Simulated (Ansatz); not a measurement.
Compare A (`C=C(S)S`) with its isomer B (`CC1SS1`).

Computed with Ansatz on PBE0-D4/def2-TZVP structures; ΔE is electronic, products minus reactants. CCSD(T)/CBS adds triple-zeta CCSD(T) − MP2 to the extrapolated MP2 energy (def2 sets, frozen cores). Functionals use def2-TZVPP. B3LYP here is the variant with VWN-RPA as its local correlation; programs differ in this. One conformer a species, not always the lowest.

(1) Which is lower in electronic energy at CCSD(T)/CBS, and by how much? (Estimate.)

(2) Give E(B) − E(A) in kcal/mol with B3LYP-D4, CCSD(T)/def2-TZVPP, PBE-D4, CCSD/def2-TZVPP, CCSD(T)/def2-SVP, PBE0-D4, ωB97M-V. (An estimate is asked.)

(3) Does the order hold for the free energy at 298.15 K (harmonic terms from PBE0-D4)? (An estimate is asked.)

Largest T1 diagnostic: 0.012.

## Answers

(1) The calculation gave: B, by 8.9 kcal/mol.

(2) Computed: B3LYP-D4 -5.8, CCSD(T)/def2-TZVPP -7.9, PBE-D4 -9.1, CCSD/def2-TZVPP -7.4, CCSD(T)/def2-SVP -3.7, PBE0-D4 -10.3, ωB97M-V -8.7. None reverses the order clearly.

(3) Ansatz gave: Yes: G(B) − G(A) = -4.5 kcal/mol, for one conformer each.

From PBE to PBE0 (25 % exact exchange), in def2-TZVPP and without D4, E(B) − E(A) moves by −1.2 kcal/mol. At CCSD(T), def2-SVP lies +5.2 kcal/mol from the extrapolated value and def2-TZVPP +1.0 kcal/mol.
